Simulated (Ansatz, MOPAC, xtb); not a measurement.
CF4 (SMILES FC(F)(F)F): methods side by side

CF4, singlet, SMILES `FC(F)(F)F`. Each level relaxes the structure for itself.

Quantity: the zero-point energy at each level's own minimum, in kJ/mol. The values are calculated.

| level | kind | program | value (kJ/mol) |
| --- | --- | --- | --- |
| AM1 | semi-empirical | MOPAC | 47.0 |
| GFN1-xTB | semi-empirical | xtb | 41.0 |
| MNDOD | semi-empirical | MOPAC | 52.8 |
| PM7 | semi-empirical | MOPAC | 46.7 |
| HF/STO-3G | Hartree–Fock | Ansatz | 48.6 |
| HF/3-21G | Hartree–Fock | Ansatz | 50.1 |
| HF/6-31G* (Cartesian functions) | Hartree–Fock | Ansatz | 50.3 |
| PBE/def2-SVP | GGA | Ansatz | 43.7 |
| PBE0-D4/def2-TZVP | global hybrid | Ansatz | 45.3 |
| B3LYP/6-31G* (Cartesian functions) | global hybrid | Ansatz | 45.0 |

Harmonic and unscaled. The values span 41.0 to 52.8 kJ/mol.
